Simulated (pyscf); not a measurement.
Single points on ωB97X-D3(BJ)/def2-SVP structures (PySCF, gas phase).

### Question
For the elementary gas-phase step `[CH3][SeH]` + `[ZnH2]` -> `[ZnH][CH2][SeH]` + `[H][H]` (singlet surface; C–H, H–Zn broken, C–Zn, H–H formed), what barrier and reaction energy does ωB97M-D3(BJ)/def2-TZVP give, measured from the separated reactants?

### Answer
ΔE‡ = 46.1 kcal/mol, ΔE = +9.4 kcal/mol. Zero-point energy shifts the barrier by -1.5 kcal/mol. It is a four-centre exchange, with an imaginary mode of 1273i cm⁻¹. On the reactant side the descent ends in an adduct with a Se–Zn contact (not fully relaxed), 9.3 kcal/mol under the separated species and 51.2 kcal/mol under the saddle at ωB97X-D3(BJ)/def2-TZVP. At the saddle there is also a short H–Zn contact that neither side keeps. At ωB97X-D3(BJ)/def2-TZVP the barrier from the zero used here is 41.9 kcal/mol. HZn–CH₂–SeH lies 39.6 kcal/mol over its isomer H₃C–Zn–SeH (electronic energy, ωB97M-D3(BJ)/def2-TZVP). This is the saddle that the search found; another between the same sides may lie lower. Elements up to Kr have no core potential and no relativistic terms here.
